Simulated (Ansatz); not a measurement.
C3H3NO can be A, `C=C1N=C1O`, or B, `OC1=CC=N1`.

Gas-phase electronic energies from Ansatz, PBE0-D4/def2-TZVP geometries. CBS: MP2 limit from def2 TZ/QZ plus the TZ coupled-cluster correction, frozen cores. Functionals use def2-TZVPP. B3LYP here is the variant with VWN-RPA as its local correlation; programs differ in this. One conformer a species, not always the lowest.

Problem. Which isomer does CCSD(T)/CBS put lower? Give the gap. (Estimate.)

Solution. The calculation gave: A, by 58.5 kJ/mol.

Problem. Give E(B) − E(A) in kJ/mol with PBE-D4, r2SCAN-D4, BLYP-D4, B3LYP-D4, PBE0-D4, CCSD/def2-TZVPP, MP2/def2-TZVPP. (Estimate.)

Solution. Computed: PBE-D4 72.5, r2SCAN-D4 79.1, BLYP-D4 77.0, B3LYP-D4 77.2, PBE0-D4 72.9, CCSD/def2-TZVPP 64.4, MP2/def2-TZVPP 74.2. None reverses the order clearly.

Problem. Does the order hold for the free energy at 298.15 K (harmonic terms from PBE0-D4)? (An estimate is asked.)

Solution. Computed: Yes: G(B) − G(A) = +58.9 kJ/mol, for one conformer each.

Largest T1 diagnostic: 0.025.

Leaving LDA and LC-ωPBE aside and taking each functional with its dispersion term where it has one, the values, not all of them listed here, spread over 12.3 kJ/mol, from ωB97M-V to r2SCAN-D4. LDA lies −7.0 kJ/mol from PBE without D4. At CCSD(T), def2-SVP lies +9.2 kJ/mol from the extrapolated value and def2-TZVPP +2.5 kJ/mol.
